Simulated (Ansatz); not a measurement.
C₃HFS. Total charge 0; spin multiplicity 1. All single points use the PBE0-D4/def2-TZVP geometry.

```xyz
6

F     1.946    0.330    1.247
C     0.695    0.562    0.880
C     0.318    0.350   -0.450
C    -0.786   -0.213   -0.882
S    -0.502   -1.048    0.652
H    -1.672    0.018   -1.446
```

(1) What is the dipole moment at ωB97M-V/def2-TZVPP? (Estimate.)

(2) And with PBE, r2SCAN, B3LYP? (Best estimate.)

(3) Give the Mulliken charges with ωB97M-V, r2SCAN, B3LYP in def2-TZVPP. (An estimate is asked.)

## Answers

(1) The calculation gave: 2.59 D, with components (-1.83, -0.57, -1.75) D in this frame, pointing from negative to positive charge.

(2) Computed: PBE 2.17 D, r2SCAN 2.30 D, B3LYP 2.48 D.

(3) The calculation gave: 
```
atom  ωB97M-V  r2SCAN  B3LYP
  F1    -0.15   -0.15  -0.16
  C2    -0.03    0.03   0.01
  C3     0.06    0.04   0.03
  C4    -0.14   -0.13  -0.13
  S5     0.11    0.08   0.08
  H6     0.16    0.14   0.17
```

B3LYP here is the variant with VWN-RPA as its local correlation; programs differ in this.
